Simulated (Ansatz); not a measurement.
Consider the substitution at a C–O bond: `O=C=NCO` + H–F → `O=C=NCF` + H₂O.

Computed with Ansatz on PBE0-D4/def2-TZVP structures; ΔE is electronic, products minus reactants. CCSD(T)/CBS adds triple-zeta CCSD(T) − MP2 to the extrapolated MP2 energy (def2 sets, frozen cores). This one scheme is used for every species. Functionals use def2-TZVPP. One conformer a species, not always the lowest.

CCSD(T)/CBS gives +1.0 kcal/mol.

Another level gave -0.4 kcal/mol. Which?
A. HF/def2-TZVPP
B. MP2/def2-TZVPP
C. BLYP-D4/def2-TZVPP
D. RPA@PBE/def2-TZVPP

C. BLYP-D4 -0.4, RPA@PBE/def2-TZVPP 0.5, MP2/def2-TZVPP 1.9, HF/def2-TZVPP -1.4 kcal/mol.

Largest T1 diagnostic among the species: 0.015.

Leaving LDA and LC-ωPBE aside and taking each functional with its dispersion term where it has one, the values, not all of them listed here, spread over 2.0 kcal/mol, from B97M-V to PBE-QIDH. LDA lies +0.9 kcal/mol from PBE without D4. In def2-TZVPP, CCSD(T) changes the Hartree–Fock value by +2.4 kcal/mol (the triples alone add +0.4 kcal/mol) and MP2 by +3.3 kcal/mol.
